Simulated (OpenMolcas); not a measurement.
**One shape, several levels: AlH (SMILES [AlH])**

Aim: a comparison of 6 runs (B2PLYP/6-311G, B3LYP/6-311G, M06-2X/6-311G, PBE0/6-311G, r2SCAN/6-311G, CCSD(T)/6-311G) of AlH. 

The results are computed with OpenMolcas 26.06.

1 further run of the same task is left out (set aside as unsound or not needed).

### Step 1. The system as given

The species is AlH (2 atoms), meant as a singlet with charge 0. As SMILES, `[AlH]`. The shape is that of a PBE0-D4/def2-TZVP optimisation.

Bond lengths: Al1–H2 1.665 Å.

### Step 2. A single-point energy at B2PLYP/6-311G (run 1)

The input, mol.inp:

```
&GATEWAY
  BASLIB=$CurrDir
  COORD
  2
  bohr
  Al     0.00000000     0.00000000    -0.04845258
  H      0.00000000     0.00000000     3.09746899
  BASIS=6-311G
  GROUP=NoSym

&SEWARD
  GRIDINPUT
  Grid=UltraFine
  End of Grid

&SCF
  KSDFT=B2PLYP_SCF
  THRESHOLDS=1e-10 1e-07 1e-07 1e-05
  PRORBITALS=1 1

&MBPT2
  FROZEN=5
```

The basis set 6-311G is read from a file made from the Basis Set Exchange's data (not shown).

Command:

```bash
$ export MOLCAS_MEM=1860
$ pymolcas mol.inp > mol.log
```

The log of the run:

```text
--- Start Module: gateway ---
[...]
--- Stop Module: gateway /rc=_RC_ALL_IS_WELL_ ---
[...]
      Basis functions           24
[...]
--- Start Module: scf ---
[...]
       Convergence after   9 Iterations
[...]
::    Total KS-DFT energy                            -242.8286015252
[...]
      Total spin, S                                     0.0000000000
[...]
      Total electronic charge=   14.000000
      Total            charge=   -0.000000
[...]
      Dipole Moment (debye):
      Origin of the operator (angstrom)=    0.0000    0.0000    0.0343
                   X=  7.6986E-16               Y= -2.4868E-15               Z= -5.0731E-02           Total=  5.0731E-02
      Quadrupole Moment (debye*angstrom):
[...]
--- Stop Module: scf /rc=_RC_ALL_IS_WELL_ ---
[...]
--- Start Module: mbpt2 ---
[...]
 ###    WARNING: MP2 implementation intended for RHF references only         ###
 ###############################################################################
MBPT2 WARNING: Reference function according to RunFile:KS-DFT
I'll assume you know what you're doing and continue
WARNING!
Default frozen orbitals as non valence orbitals is overwritten by user input.
Default values:   2
[...]
       Reference weight ( Cref**2 )         =        0.95533
::    Total MBPT2 energy                             -242.8707663685
[...]
      Total MBPT2 calculations                           0.04      0.04
--- Stop Module: mbpt2 /rc=_RC_ALL_IS_WELL_ ---
[...]
```

It took 2.9 s on 1 thread of Arm Neoverse V1, shared host; peak memory 0.37 GiB.

### Step 3. The energy at B3LYP/6-311G (run 2)

The input, mol.input:

```
* AlH Kohn-Sham DFT
>>> EXPORT MOLCAS_PRINT=2

&GATEWAY
 BasLib=$CurrDir
 Coord
 2
 bohr
 Al     0.00000000     0.00000000    -0.04845258
 H      0.00000000     0.00000000     3.09746899
 Basis=6-311G
 Group=NoSym

&SEWARD
 GridInput
 Grid=UltraFine
 End of Grid

&SCF
 KSDFT=B3LYP
 Thresholds=1e-10 1e-07 1e-07 1e-05
 PrOrbitals=1 1
```

The basis set 6-311G is read from a file made from the Basis Set Exchange's data (not shown).

Command:

```bash
$ export MOLCAS_MEM=1860
$ pymolcas mol.input > mol.log
```

The log of the run:

```text
--- Start Module: gateway ---
[...]
--- Stop Module: gateway /rc=_RC_ALL_IS_WELL_ ---
--- Start Module: seward ---
[...]
      Basis functions           24
--- Stop Module: seward /rc=_RC_ALL_IS_WELL_ ---
--- Start Module: scf ---
[...]
       Convergence after   9 Iterations
[...]
::    Total KS-DFT energy                            -242.9958875053
[...]
      Total spin, S                                     0.0000000000
[...]
      Total electronic charge=   14.000000
      Total            charge=   -0.000000
[...]
      Dipole Moment (debye):
      Origin of the operator (angstrom)=    0.0000    0.0000    0.0343
                   X=  4.5605E-16               Y= -1.9692E-15               Z= -1.0830E-01           Total=  1.0830E-01
      Quadrupole Moment (debye*angstrom):
[...]
--- Stop Module: scf /rc=_RC_ALL_IS_WELL_ ---
[...]
```

Run time: 3 s. Hardware: 1 thread of Arm Neoverse V1, shared host; peak memory 0.37 GiB.

Run 3 isn't shown in full; the table further down has it.

### Step 4. A single-point energy at PBE0/6-311G (run 4)

The input, mol.input:

```
>>> EXPORT MOLCAS_PRINT=2
&GATEWAY
BasLib
$CurrDir
Coord
2
bohr
Al     0.00000000     0.00000000    -0.04845258
H      0.00000000     0.00000000     3.09746899
Basis
6-311G
Group
NoSym
&SEWARD
GridInput
Grid=UltraFine
End of Grid
&SCF
KSDFT
PBE0
Thresholds
1e-10 1e-07 1e-07 1e-05
PrOrbitals
1 1
```

The basis set 6-311G is read from a file made from the Basis Set Exchange's data (not shown).

Command:

```bash
$ export MOLCAS_MEM=1860
$ pymolcas mol.input > mol.log
```

The log of the run:

```text
--- Start Module: gateway ---
[...]
--- Stop Module: gateway /rc=_RC_ALL_IS_WELL_ ---
--- Start Module: seward ---
[...]
      Basis functions           24
--- Stop Module: seward /rc=_RC_ALL_IS_WELL_ ---
--- Start Module: scf ---
[...]
       Convergence after  11 Iterations
[...]
::    Total KS-DFT energy                            -242.8498780678
[...]
      Total spin, S                                     0.0000000000
[...]
      Total electronic charge=   14.000000
      Total            charge=   -0.000000
[...]
      Dipole Moment (debye):
      Origin of the operator (angstrom)=    0.0000    0.0000    0.0343
                   X=  2.1184E-16               Y= -1.9163E-15               Z=  4.2439E-02           Total=  4.2439E-02
      Quadrupole Moment (debye*angstrom):
[...]
--- Stop Module: scf /rc=_RC_ALL_IS_WELL_ ---
[...]
```

Run time: 3.3 s. Hardware: 1 thread of Arm Neoverse V1, shared host; peak memory 0.37 GiB.

Run 5 isn't shown in full; the table further down has it.

### Step 5. The energy at CCSD(T)/6-311G (run 6)

The input, mol.inp:

```
* AlH CCSD(T)

&GATEWAY
  BasLib=$CurrDir
  Coord
  2
  bohr
  Al     0.00000000     0.00000000    -0.04845258
  H      0.00000000     0.00000000     3.09746899
  Basis=6-311G
  Group=NoSym

&SEWARD

&SCF
  Thresholds=1e-10 1e-07 1e-07 1e-05
  PrOrbitals=1 1

&RASSCF
  FileOrb=$Project.ScfOrb
  Spin=1
  Nactel=0 0 0
  Inactive=7
  Ras2=0
  OutOrbitals=Canonical
  OrbListing=Nothing

&MOTRA
  JobIph
  Frozen=5

&CCSDT
  CCT
  Triples=2
  Iterations=80
  Accuracy=1e-08
  Extrapolation=5 4
```

The basis set 6-311G is read from a file made from the Basis Set Exchange's data (not shown).

Command:

```bash
$ export MOLCAS_MEM=1860
$ pymolcas mol.inp > mol.log
```

The log of the run:

```text
--- Start Module: gateway ---
[...]
--- Stop Module: gateway /rc=_RC_ALL_IS_WELL_ ---
[...]
      Basis functions           24
[...]
       Convergence after   9 Iterations
[...]
::    Total SCF energy                               -242.4442621575
[...]
      Total spin, S                                     0.0000000000
[...]
      Number of active orbitals                  0
[...]
      Spin quantum number                      0.0
[...]
      Active orbitals                            0
[...]
      Number of CSFs                             1
[...]
      Number of root(s) required                 1
[...]
      Convergence after  4 iterations
[...]
      Natural orbitals and occupation numbers for root  1
      ************************************************************************************************************************
      *                                                    Final results                                                     *
      ************************************************************************************************************************
[...]
::    RASSCF root number  1 Total energy:   -242.44426216
[...]
      Total electronic charge=   14.000000
      Total            charge=   -0.000000
[...]
      Dipole Moment (debye):
      Origin of the operator (angstrom)=    0.0000    0.0000    0.0343
                   X=  1.0848E-15               Y= -3.1304E-15               Z=  7.9984E-02           Total=  7.9984E-02
      Quadrupole Moment (debye*angstrom):
[...]
--- Start Module: motra ---
[...]
--- Stop Module: motra /rc=_RC_ALL_IS_WELL_ ---
--- Start Module: ccsdt ---
[...]
      Convergence after                    11  Iterations
      Total energy (diff) :    -242.49262860       0.00000001
[...]
 METHOD                       : CCSD+T(CCSD)+<T3(1)WT1> = CCSD(T)
[...]
       CCSD     =      -242.4926286015066
[...]
```

Wall time 2.2 s (1 thread of Arm Neoverse V1, shared host); peak memory 0.37 GiB.

### Step 6. Overview of the runs

```csv
run,level,frozen core orbitals,integration grid,energy (Eh),dipole moment (D) of the reference,HOMO energy (eV),LUMO energy (eV),wall time
1,B2PLYP/6-311G,5,UltraFine,-242.839986,0.05,-6.49,-0.89,2.9 s
2,B3LYP/6-311G,–,UltraFine,-242.995888,0.11,-5.60,-2.04,3 s
3,M06-2X/6-311G,–,UltraFine,-242.945842,0.19,-6.57,-1.16,3.6 s
4,PBE0/6-311G,–,UltraFine,-242.849878,0.04,-5.75,-1.88,3.3 s
5,r2SCAN/6-311G,–,UltraFine,-242.931578,0.07,-5.01,-2.44,3.6 s
6,CCSD(T)/6-311G,5,–,-242.493013,0.08,-7.76,0.57,2.2 s
```

### Step 7. Outcome

| quantity | value |
| --- | --- |
| run 6: total energy | -242.49301 Eh |
| run 6: dipole moment (mean-field density) | 0.08 D |
| run 6: HOMO energy (Hartree–Fock orbitals) | -7.76 eV |
| run 6: LUMO energy (Hartree–Fock orbitals) | 0.57 eV |
| run 6: HOMO–LUMO gap (Hartree–Fock orbitals) | 8.33 eV |
| run 6: correlation energy (5 core orbitals frozen) | -48.8 mEh |
| run 6: (T) correction | -0.38 mEh |

In words: Over runs 1, 2, 3, 4, 5 the dipole moment (its size) runs from 0.04 D (PBE0/6-311G) to 0.19 D (M06-2X/6-311G). The two dipoles point in opposite directions. Over runs 1, 2, 3, 4, 5 the HOMO–LUMO gap runs from 2.57 eV (r2SCAN/6-311G) to 5.60 eV (B2PLYP/6-311G). A double hybrid's value is that of its SCF part. For B2PLYP the log adds the whole second-order term; the table takes 0.27 of it, as the functional is defined. Totals of different functionals can't be ranked against each other. All runs together took 19 s, the longest 3.6 s.
